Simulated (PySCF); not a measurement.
# What an electron can do to CH

CCSD(T) in PySCF with def2-TZVPPD on every atom, for the lowest determinant that a PBE0 search found; no spin–orbit coupling.

```tsv
species	state (unpaired electrons)	Re (Å)	ωe (cm⁻¹)	energy of the minimum from the neutral (eV)	De (eV)	dissociates to
CH	doublet (π ↑)	1.121	2849	0.00	3.55	H + C
CH⁺	singlet (closed shell)	1.131	2848	10.55	4.18	H + C⁺
```

Question: Work out the lowest energy to break CH into atoms, from its vibrational ground state.

Answer: D0 = De − ωe/2 = 3.55 − 0.18 = 3.37 eV (CCSD(T)/def2-TZVPPD).

Question: Work out the ionisation energy of the C atom at this level and the threshold of dissociative ionisation.

Answer: IE(C) = 10.55 + 4.18 − 3.55 = 11.18 eV, so H + C⁺ + e⁻ appears at D0 + IE(C) = 14.55 eV (CCSD(T)/def2-TZVPPD). The measured IE(C) is 11.26 eV (NIST ASD).

These are thermodynamic thresholds; the onsets seen under electron impact lie higher where the geometry changes, and cross-sections peak well above them.

Correlated steps freeze 1 core orbital. For an ion De counts to the pair picked by the measured ionisation energies or electron affinities, which need not be the lowest pair at this level. Where the molecule has an RHF reference, its open-shell atoms are computed with UHF. States were picked by a PBE0 search and need not be the measured ground states.
